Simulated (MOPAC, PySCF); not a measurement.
C2H7N, SMILES `CCN` (C–C–N–H torsion 59°), neutral singlet in the gas phase. 

Cartesian coordinates (Å):
SMILES: CCN
```xyz
10

C      0.9895     0.1634     0.3805
C     -0.1519    -0.5298    -0.3476
N     -1.4304     0.1618    -0.3220
H      0.7514     0.2995     1.4396
H      1.1826     1.1515    -0.0475
H      1.9154    -0.4158     0.3171
H      0.1219    -0.6864    -1.3958
H     -0.3042    -1.5285     0.0739
H     -1.7353     0.3006     0.6342
H     -1.3391     1.0837    -0.7324
```
Charge 0, spin multiplicity 1.

All levels are single points at this geometry (PBE0-D3(BJ)/def2-TZVP); Pople sets use spherical d functions. Orbital energies aren't observables, and empty levels follow the basis.

```json
[
 {"level": "PBE0-D3(BJ)/def2-TZVP in PySCF", "HOMO (eV)": "-6.81", "LUMO (eV)": "1.10", "gap (eV)": "7.91", "dipole (D)": "1.32", "vertical IE, Delta-SCF (eV)": "9.31"},
 {"level": "ωB97X-D3(BJ)/def2-TZVP in PySCF", "HOMO (eV)": "-9.39", "LUMO (eV)": "2.91", "gap (eV)": "12.29", "dipole (D)": "1.35", "vertical IE, Delta-SCF (eV)": "9.53"},
 {"level": "B3LYP/3-21G in PySCF", "HOMO (eV)": "-5.62", "LUMO (eV)": "3.00", "gap (eV)": "8.62", "dipole (D)": "1.51", "vertical IE, Delta-SCF (eV)": "–"},
 {"level": "B3LYP/6-311+G** in PySCF", "HOMO (eV)": "-6.63", "LUMO (eV)": "0.04", "gap (eV)": "6.66", "dipole (D)": "1.43", "vertical IE, Delta-SCF (eV)": "–"},
 {"level": "B3LYP/6-31G* in PySCF", "HOMO (eV)": "-6.17", "LUMO (eV)": "2.28", "gap (eV)": "8.44", "dipole (D)": "1.37", "vertical IE, Delta-SCF (eV)": "9.18"},
 {"level": "BP86/6-31G* in PySCF", "HOMO (eV)": "-4.97", "LUMO (eV)": "1.67", "gap (eV)": "6.64", "dipole (D)": "1.35", "vertical IE, Delta-SCF (eV)": "–"},
 {"level": "M06-2X/6-31G* in PySCF", "HOMO (eV)": "-7.98", "LUMO (eV)": "3.49", "gap (eV)": "11.46", "dipole (D)": "1.43", "vertical IE, Delta-SCF (eV)": "–"},
 {"level": "PBE/6-31G* in PySCF", "HOMO (eV)": "-4.84", "LUMO (eV)": "1.68", "gap (eV)": "6.53", "dipole (D)": "1.34", "vertical IE, Delta-SCF (eV)": "9.00"},
 {"level": "HF/STO-3G in PySCF", "HOMO (eV)": "-8.62", "LUMO (eV)": "16.54", "gap (eV)": "25.16", "dipole (D)": "1.49", "vertical IE, Delta-SCF (eV)": "–"},
 {"level": "AM1 in MOPAC", "HOMO (eV)": "-10.00", "LUMO (eV)": "3.72", "gap (eV)": "13.72", "dipole (D)": "1.62", "vertical IE, Delta-SCF (eV)": "–"},
 {"level": "PM3 in MOPAC", "HOMO (eV)": "-9.53", "LUMO (eV)": "3.13", "gap (eV)": "12.66", "dipole (D)": "1.43", "vertical IE, Delta-SCF (eV)": "–"},
 {"level": "PM6 in MOPAC", "HOMO (eV)": "-9.49", "LUMO (eV)": "3.66", "gap (eV)": "13.15", "dipole (D)": "2.01", "vertical IE, Delta-SCF (eV)": "–"},
 {"level": "PM7 in MOPAC", "HOMO (eV)": "-9.68", "LUMO (eV)": "3.70", "gap (eV)": "13.38", "dipole (D)": "2.13", "vertical IE, Delta-SCF (eV)": "–"}
]
```
